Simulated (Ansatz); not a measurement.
A made-up structure of CH2BS, doublet:

C1  (-1.324, -0.316, -0.015)
B2  (0.014, -0.189, 0.109)
S3  (1.740, -0.130, 0.328)
H4  (-2.384, -0.407, -0.118)
H5  (-1.126, -0.545, 1.001)
(Å)

It is relaxed with PBE-D4/def2-SVP and then PBE0-D4/def2-TZVP (Ansatz 0.2.0). Atoms count as bonded within 1.22 times the sum of their covalent radii (H–H: 0.88 Å). The end point is not checked to be a true minimum.

Q: Does its bonding change? (A judgement: the text doesn't fix the answer.)

A: The calculation gives: No: no bond forms or breaks.

Where it ends: The first stage lowers the energy by 1.42 eV in 7 steps. It ends as CH₂BS ([CH2][B][S]):
| atom | x (Å) | y (Å) | z (Å) |
| --- | --- | --- | --- |
| C1 | -1.2850 | -0.4052 | 0.3579 |
| B2 | 0.1596 | -0.2153 | 0.1485 |
| S3 | 1.7481 | -0.0069 | -0.0818 |
| H4 | -2.0057 | -0.2726 | -0.4417 |
| H5 | -1.6958 | -0.6865 | 1.3214 |

Labels in which every atom is bracketed show which atoms are joined, not bond orders.

For scale, one of the runs: PBE0-D4/def2-TZVP relaxation, 111 basis functions, launched by `ansatz run in.yaml --threads 2 --pin off --events-out ev --progress --plain --max-ram 4352MiB`. Hardware: 2 CPU threads of an Arm Neoverse V1, shared host. Wall time about 15 s.
